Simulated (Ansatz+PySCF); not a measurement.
Results of a calculation; reference values are marked as such.
A run of PySCF 2.14.0 on doublet CH4S(+) at this shape:

```xyz
6

C     0.0000    0.0075   -0.5086
S     0.0000    0.7929    1.0873
H     0.0000   -0.3239    1.8611
H     0.0000    0.7878   -1.2661
H    -0.8881   -0.6321   -0.5869
H     0.8881   -0.6321   -0.5869
```

Its results:

```json
{
 "Converged": "yes",
 "Reference energy": "-437.45468 hartree",
 "Correlation energy": "-0.32251 hartree",
 "Total energy": "-437.77720 hartree",
 "Spin squared of the determinant": "0.767"
}
```

(1) Which input gives this output? Name the method, the orbitals and the basis set, and write the input.

## Answers

(1) UHF-MP2 in cc-pVTZ on H, C; cc-pV(T+d)Z on S.

```python
from pyscf import gto, scf, mp

# the (T+d) and (D+d) sets load through basis_set_exchange
mol = gto.M(atom="""
C 0.000000 0.007520 -0.508640
S 0.000000 0.792860 1.087320
H 0.000000 -0.323910 1.861100
H 0.000000 0.787770 -1.266060
H -0.888110 -0.632120 -0.586860
H 0.888110 -0.632120 -0.586860
""", basis={'C': 'cc-pvtz', 'H': 'cc-pvtz', 'S': 'cc-pv(t+d)z'}, charge=1, spin=1)
mf = scf.UHF(mol)
mf.kernel()
pt = mp.MP2(mf, frozen=6).run()
print(mf.e_tot, pt.e_corr, pt.e_tot)
```
